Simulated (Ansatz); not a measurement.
# CH₃B (quintet): wave-function methods side by side, def2-TZVPP

The task here is to estimate one member of a computed series from the others.

Method: def2-TZVPP, core rule «outside noble gas», up to 2 orbitals frozen; program: Ansatz 0.2.0, Gaussian basis.

To be run: UHF; ROHF; CCSD(T) on UHF.

2 further runs of the same task are left out: 2 set aside as unsound or not needed.

## The system

The geometry is a PBE0/def2-TZVP stationary point (not a proven minimum) of the parent state, kept for this charge and spin.

5 atoms, charge 0, spin multiplicity 5.

Atoms are counted from 1 here; the program's logs count them from 0.

Bond lengths: B1–C2 1.496 Å, B1–H3 1.202 Å, B1–H4 1.196 Å, C2–H5 1.082 Å. Angles: C2–B1–H3 119.8°, C2–B1–H4 120.9°, H3–B1–H4 119.3°, B1–C2–H5 144.8°.

The first run:

Input file in.yaml:

```yaml
crystal:
  periodic: [false, false, false]
  atoms:
    - {symbol: B, position_ang: [0.000000, 0.050359, 0.739783]}
    - {symbol: C, position_ang: [0.000000, -0.101482, -0.748988]}
    - {symbol: H, position_ang: [0.000000, 1.148901, 1.227395]}
    - {symbol: H, position_ang: [0.000000, -0.908685, 1.455152]}
    - {symbol: H, position_ang: [0.000000, 0.428910, -1.692336]}
basis:
  gaussian: {orbitals: def2-TZVPP}
magnetization: {spin_polarized: true, initial_magnetization: 4}
hamiltonian: {xc: hf}
output: {orbitals: {seedname: orbitals}}
```

Command:

```sh
$ ansatz run in.yaml --threads 1 --pin off --events-out ev --progress --plain --max-ram 4096MiB --backend cpu
```

Steps of the session up to this table: UHF; ROHF; CCSD(T) on UHF.

One table of the session follows, with a row left open; its other results are not shown here.

```
  method  from UCCSD(T) (meV)
    ROHF                    ?
     UHF              +6499.6
    UMP2              +1175.4
   UCCSD               +222.6
UCCSD(T)                    0
```

Estimate the missing values for ROHF.

The run gave: from UCCSD(T) (meV): +6742.0. In the column «from UCCSD(T) (meV)» it is the highest.
